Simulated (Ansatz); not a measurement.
The input, for Ansatz 0.2.0:

```yaml
crystal:
  periodic: [false, false, false]
  atoms:
    - {symbol: Hf, position_ang: [0.000000, 0.000000, 1.080967]}
    - {symbol: H, position_ang: [0.000000, 0.000000, -4.123033]}
    - {symbol: H, position_ang: [0.000000, 0.000000, 3.042067]}
basis:
  gaussian: {orbitals: def2-SVP}
magnetization: {spin_polarized: false, initial_magnetization: 4}
correlation: {method: ccsdt_q, electrons: outside_noble_gas}
scf: {lower_state_search: off}
```

```sh
$ ansatz run in.yaml --threads 1 --pin off --events-out ev --progress --plain --max-ram 2393MiB
```

Output:

```
these checks for a lower state are left out or cut short: stability, starts, cluster_reference, orbital_swaps, neighbouring_geometries, increment
734 factors; integrals over basis functions are off by at most 1.4e-7 eV
mean field evaluation 1: about -1315.0235 eV, gradient 1.1e1 eV
mean field evaluation 2: about -1315.0296 eV, gradient 1.1e1 eV
mean field evaluation 4: about -1316.7762 eV, gradient 2.1e0 eV
mean field evaluation 8: about -1316.9092 eV, gradient 2.0e-1 eV
mean field -1316.90994449 eV, -48.3955478265 hartree, gradient 4.6e-6 eV, S^2 6.000000; 0 other end points of the search recorded, 0 dependent functions left out
4 core orbitals not correlated: weight in the atoms' cores, before any rotation towards them, 0.999 or more for the frozen orbitals, at most 0.000 for the correlated occupied ones
reference -1316.90994449 eV, -48.3955478265 hartree; 5, 1 occupied and 33, 37 virtual orbitals, 734 factors
second order -1.17581535 eV of doubles, -0.00706287 eV of singles
cycle   1  -1.42531577 eV  change   -2.4e-1 eV  update   6.0e-2
cycle   2  -1.58203578 eV  change   -1.6e-1 eV  update   3.7e-2
cycle   3  -1.63225807 eV  change   -5.0e-2 eV  update   2.6e-2
cycle   4  -1.66097388 eV  change   -2.9e-2 eV  update   2.1e-2
cycle   5  -1.67798574 eV  change   -1.7e-2 eV  update   1.8e-2
cycle   6  -1.69153950 eV  change   -1.4e-2 eV  update   1.7e-2
...
cycle  20  -1.95253729 eV  change   -3.3e-5 eV  update   1.2e-4
cycle  21  -1.95259257 eV  change   -5.5e-5 eV  update   9.2e-5
cycle  22  -1.95261987 eV  change   -2.7e-5 eV  update   5.6e-5
cycle  23  -1.95264326 eV  change   -2.3e-5 eV  update   2.1e-5
cycle  24  -1.95264855 eV  change   -5.3e-6 eV  update   9.9e-6
cycle  25  -1.95264942 eV  change   -8.7e-7 eV  update   5.0e-6
cycle  26  -1.95265277 eV  change   -3.4e-6 eV  update   2.2e-6
cycle  27  -1.95265508 eV  change   -2.3e-6 eV  update   9.2e-7
cycle  28  -1.95265422 eV  change    8.5e-7 eV  update   6.7e-7
cycle  29  -1.95265459 eV  change   -3.7e-7 eV  update   3.4e-7
perturbative correction -0.02739316 eV, -0.0010066800 hartree
WARN: these amplitudes may be one of several solutions (largest doubles amplitude 0.99, level shift 0.00 eV)
Total energy: -1318.88999224 eV, -48.4683132392 hartree
Checks for a lower state left out: stability, starts, cluster_reference, orbital_swaps, neighbouring_geometries, increment
```

Ran on 1 thread of Arm Neoverse V1, shared host: 8 s wall, 0.17 GiB peak host memory.
